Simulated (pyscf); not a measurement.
Elimination: `[OH][B]([Cl])[Cl]` -> `[O]=[B][Cl]` + `[ClH]`

Gas phase, singlet surface, charge 0. Bonds broken: O1–H5, B2–Cl3. Bonds formed: Cl3–H5. PySCF, gas phase, ωB97X-D3(BJ)/def2-SVP geometries. Correlated levels are frozen-core, on RHF or UHF. ΔMP2 is the change of the MP2 total energy from the triple- to the quadruple-zeta basis.

Transition state (Å):

```xyz
5

O     -1.0883     0.5473     0.6283
B     -1.5435     0.1349    -0.4633
Cl    -0.3853    -1.8129    -0.3075
Cl    -2.4954     0.2751    -1.8682
H     -0.4392    -0.6652     0.6098
```

One imaginary mode, 1237i cm⁻¹; descent along it reached the two sides named, in the forms told below.

```json
[
 {"bond": "O1–H5", "change": "breaks", "reactant side (Å)": "0.965", "saddle": "1.375", "product side": "2.087"},
 {"bond": "B2–Cl3", "change": "breaks", "reactant side (Å)": "1.767", "saddle": "2.271", "product side": "3.4"},
 {"bond": "Cl3–H5", "change": "forms", "reactant side (Å)": "2.7", "saddle": "1.470", "product side": "1.290"}
]
```

Electronic energies relative to the reactant's lowest minimum found (kJ/mol):

| level | barrier | reaction energy | reverse barrier |
|---|---|---|---|
| ωB97X-D3(BJ)/def2-TZVP | 230.3 | +174.7 | 55.6 |
| PBE/def2-TZVP | 193.3 | +159.4 | 34.0 |
| r²SCAN/def2-TZVP | 209.7 | +173.3 | 36.4 |
| B3LYP-D3(BJ)/def2-TZVP | 212.9 | +158.1 | 54.8 |
| PBE0-D3(BJ)/def2-TZVP | 219.0 | +180.1 | 38.9 |
| M06-2X/def2-TZVP | 228.3 | +177.0 | 51.3 |
| ωB97M-D3(BJ)/def2-TZVP | 221.2 | +164.4 | 56.9 |
| HF/def2-TZVP | 277.2 | +162.7 | 114.4 |
| MP2/def2-QZVPP | 221.7 | +163.4 | 58.3 |
| CCSD/def2-TZVPP | 239.8 | +161.7 | 78.1 |
| CCSD(T)/def2-TZVPP | 227.8 | +160.2 | 67.6 |
| CCSD(T)/def2-TZVPP + ΔMP2(QZVPP) | 227.7 | +161.8 | 65.9 |

With CCSD(T)/def2-TZVPP + ΔMP2(QZVPP) energies and thermal terms (ideal gas, 1 atm, RRHO with modes under 100 cm⁻¹ raised to 100, one conformer, R ln 2 for rigid chiral ones), in kJ/mol:

```tsv
T (K)	ΔH‡	ΔG‡	ΔH	ΔG
298	209.1	207.6	+149.5	+111.3
600	208.5	206.2	+150.1	+72.0
900	207.6	205.2	+148.8	+33.2
1200	206.6	204.6	+146.9	-5.0
```

On the product side the descent ends in a complex, 19.1 kJ/mol under the separated species and 74.7 kJ/mol under the saddle at ωB97X-D3(BJ)/def2-TZVP. This is the saddle that the search found; another between the same sides may lie lower. The CCSD(T) − MP2 part came from Ansatz, without density fitting, on the same reference.
